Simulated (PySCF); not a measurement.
# Molecular orbitals of Si₂⁺

ωB97X at R = 2.281 Å; PySCF, no relativity, basis sets Si cc-pV(D+d)Z. State: ⁴Σg⁻ (quartet), unpaired electrons σ ↑, π ↑↑. Only the outer orbitals are listed.

| spin | orbital | occ. | ε (eV) | main shells (%) |
| --- | --- | --- | --- | --- |
| α | σg | 1 | -25.18 | 87 s, 11 p |
| α | σu | 1 | -20.10 | 90 s, 10 p |
| α | σg | 1 | -15.52 | 85 p, 13 s |
| α | πu | 1 | -14.94 | 95 p |
| α | πu | 1 | -14.94 | 95 p |
| α | πg | 0 | -6.56 | 98 p |
| α | πg | 0 | -6.56 | 98 p |
| α | σu | 0 | -2.89 | 88 p, 13 d |
| β | σg | 1 | -22.53 | 91 s, 8 p |
| β | σu | 1 | -17.73 | 95 s |
| β | σg | 0 | -8.06 | 88 p, 11 s |
| β | πu | 0 | -7.80 | 98 p |
| β | πu | 0 | -7.80 | 98 p |

Question: Which are the highest filled and the lowest empty level, where do they sit, and how wide is the gap?

Answer: Highest filled α πu at -14.94 eV (in %: 95 p); lowest empty β σg at -8.06 eV (in %: 88 p, 11 s); the gap at ωB97X is 6.88 eV.

```json
{
  "bond order (Mayer)": "1.71",
  "⟨S²⟩": "3.755"
}
```

The state was picked by a PBE0 search and need not be the measured ground state.
